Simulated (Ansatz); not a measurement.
Task: a geometry optimisation of C3H2ClNS, SMILES Clc1cscn1, with Ansatz 0.2.0 through its Python package. Give the script and its output. Use: B3LYP, cc-pVDZ basis, multiplicity 1.

Input file `c3h2clns.xyz`:
```text
8

Cl    2.37730   -0.93920   -0.63630
C     0.82760   -0.34190   -0.22700
C     0.58910    0.92410    0.26750
S    -1.08880    1.13620    0.55090
C    -1.35900   -0.46390   -0.00410
N    -0.29400   -1.13520   -0.38120
H     1.30100    1.71070    0.46940
H    -2.35330   -0.89060   -0.03910
```

The script, `c3h2clns.py`:
```python
# -*- coding: utf-8 -*-
"""Relax the C3H2ClNS molecule."""

from dataclasses import dataclass
import itertools

import ansatz
from ase.data import atomic_numbers, covalent_radii
import numpy as np
import pandas as pd


@dataclass(frozen=True)
class RunConfig:
    basis: str = "cc-pVDZ"
    xc: str = "b3lyp"


settings = RunConfig()

geometry = ansatz.Crystal.molecule_from_extxyz("c3h2clns.xyz")

calc = geometry.calculation().basis(gaussian=settings.basis).functional(settings.xc)
symbols = [site.symbol for site in geometry.cartesian_sites]
start = np.array([site.position_ang for site in geometry.cartesian_sites], dtype=float)
def progress(event):
    if event["event"] == "relax_step":
        row = event["data"]
        print(f"step {row['step']:3d}  E = {row['lagrangian_ev']:.6f} eV  largest force component {row['allowed_force_max_ev_ang']:.4f} eV/A")


r = calc.relax(force_tolerance=0.01, max_steps=100).session().plan().execute(on_event=progress).report
end = np.array(r["positions_ang"])

print(f"E = {r['free_energy_ev']:.6f} eV = {r['free_energy_ev'] / 27.211386246:.7f} Ha")
print("converged:", r["converged"], " doubts:", r["published_state_doubts"] or "none")

# pairs closer than 1.2 times the sum of covalent radii, before or after
radius = [covalent_radii[atomic_numbers[s]] for s in symbols]
span = lambda where, i, j: np.linalg.norm(where[i] - where[j])
bonded = [(i, j) for i, j in itertools.combinations(range(len(symbols)), 2) if min(span(start, i, j), span(end, i, j)) < 1.2 * (radius[i] + radius[j])]
print("pair        before    after (A)")
for i, j in bonded:
    print(f"{symbols[i]}{i}-{symbols[j]}{j}".ljust(10), f"{span(start, i, j):8.4f} {span(end, i, j):8.4f}")

charges = r["charge_distribution"]
table = pd.DataFrame({"atom": symbols, "mulliken": charges["mulliken_charges_e"], "lowdin": charges["lowdin_charges_e"]})
print(table.round(3).to_string())
print("dipole (e A):", np.round(charges["dipole_moment_e_ang"], 4) + 0.0)
with open("c3h2clns_opt.xyz", "w") as handle:
    handle.write(f"{len(symbols)}\nrelaxed C3H2ClNS\n")
    handle.writelines(f"{s:2s} {x:11.6f} {y:11.6f} {z:11.6f}\n" for s, (x, y, z) in zip(symbols, end))
```

```console
$ python c3h2clns.py
step   1  E = -27992.099982 eV  largest force component 1.4072 eV/A
step   2  E = -27992.128783 eV  largest force component 0.7571 eV/A
step   3  E = -27992.143350 eV  largest force component 0.1161 eV/A
step   4  E = -27992.143812 eV  largest force component 0.0342 eV/A
step   5  E = -27992.143878 eV  largest force component 0.0128 eV/A
step   6  E = -27992.143888 eV  largest force component 0.0029 eV/A
E = -27992.144126 eV = -1028.6923229 Ha
converged: True  doubts: none
pair        before    after (A)
Cl0-C1       1.7105   1.7423
C1-C2        1.3799   1.3691
C1-N5        1.3824   1.3678
C2-S3        1.7148   1.7358
C2-H6        1.0800   1.0861
S3-C4        1.7150   1.7485
C4-N5        1.3142   1.3031
C4-H7        1.0826   1.0907
  atom  mulliken  lowdin
0   Cl    -0.064   0.266
1    C     0.050  -0.457
2    C    -0.066  -0.237
3    S     0.156   0.536
4    C    -0.004  -0.288
5    N    -0.138   0.172
6    H     0.025   0.011
7    H     0.041  -0.003
dipole (e A): [-0.2865  0.3826  0.1757]
```

`c3h2clns_opt.xyz`, as written:
```text
8
relaxed C3H2ClNS
Cl    2.379261   -0.950588   -0.640730
C     0.807883   -0.327182   -0.219171
C     0.599035    0.934384    0.270043
S    -1.099439    1.149004    0.556906
C    -1.360438   -0.483915   -0.011246
N    -0.289190   -1.128223   -0.379227
H     1.327229    1.715560    0.467984
H    -2.364443   -0.908840   -0.044458
```

What to keep in mind:
- Total energies depend on the basis set; only differences at equal settings carry meaning.
- The end point is the stationary point reached from this start; no frequency run checks that it is a minimum, and the basis set is modest.
- The Löwdin charges here are taken after orthogonalising the functions within each atom; they differ from plain Löwdin charges, and their signs can be unphysical.
- b3lyp holds the VWN-RPA fit, as in Gaussian; the form of ORCA and Turbomole is b3lyp5.
- Wall time of the script: 47 s on 1 thread of Arm Neoverse V1, on a shared host, peak memory 0.35 GiB.
